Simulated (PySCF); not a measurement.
Consider methane, `C` (CH4). Coordinates in Å; atoms count from 1 in this order:
```
C     0.0035    0.0012   -0.0069
H    -0.7109   -0.2750   -0.7937
H     0.1363    1.0912    0.0008
H    -0.3803   -0.3277    0.9680
H     0.9692   -0.4837   -0.2024
```

Energies: ωB97X-D3(BJ)/ma-def2-TZVP (PySCF, density fitting, integration grid level 2) on PBE0-D3(BJ)/def2-SVP structures. The prefix ma- adds one diffuse s and one diffuse p function on all atoms but H. Zero-point and thermal terms (298.15 K, 1 bar) come from unscaled PBE0-D3(BJ)/def2-SVP harmonic frequencies, with soft modes damped to free rotors in the entropy.

Problem. What are the vertical and the adiabatic ionisation energy for forming the radical cation?

Solution. 14.32 eV vertical and 12.57 eV adiabatic, the latter with zero-point energy.

Problem. Where does the unpaired spin of the relaxed radical cation sit?

Solution. C1 (carbon) 0.69 (intrinsic atomic orbital populations).

Problem. What oxidation potential follows in THF (IEF-PCM), given that Fc+/Fc comes at 4.74 V absolute with this functional and basis?

Solution. In the gas phase ΔG of oxidation is 12.510 eV, and solvation is -1.5 kJ/mol for the parent and -286.8 kJ/mol for the product, so the absolute potential is 9.55 V, or 4.81 V against Fc+/Fc. Fc+/Fc in THF, 4.74 V, is ωB97X-D3(BJ)/ma-def2-TZVP on PBE0-D3(BJ)/def2-SVP structures with GFN2-xTB thermal terms. Benchmark calculations put it near 5.0 V in acetonitrile and DMSO, so it is about 0.3 V low, and the value against it can read up to that much too high. The solvent is electrostatics only, on gas-phase structures; the absolute scale refers to an electron at rest in vacuum.

Problem. How far is −ε(HOMO) from the vertical value by ΔSCF?

Solution. −ε(HOMO) = 13.62 eV, which is 0.70 eV below the ΔSCF value.
